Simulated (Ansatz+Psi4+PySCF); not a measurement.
The numbers below are computed, except where a source is named.
A run of PySCF 2.14.0 on singlet H2O at this shape:

```xyz
3

O     0.0000    0.0000    0.1193
H     0.0000    1.1449   -0.7752
H     0.0000   -0.7632   -0.4770
```

Its results:

```
Converged                       : yes
Reference energy                : -75.94478 hartree
Correlation energy              : -0.28021 hartree
Total energy                    : -76.22500 hartree
Spin squared of the determinant : 0.000
```

(1) Which input gives this output? Name the method, the orbitals and the basis set, and write the input.

Answers

(1) RHF-MP2 in cc-pVTZ. An unrestricted run that stays on the closed shell gives the same numbers.

```python
from pyscf import gto, scf, mp

mol = gto.M(atom="""
O 0.000000 0.000000 0.119260
H 0.000000 1.144860 -0.775200
H 0.000000 -0.763240 -0.477050
""", basis='cc-pvtz', charge=0, spin=0)
mf = scf.RHF(mol)
mf.kernel()
pt = mp.MP2(mf, frozen=1).run()
print(mf.e_tot, pt.e_corr, pt.e_tot)
```
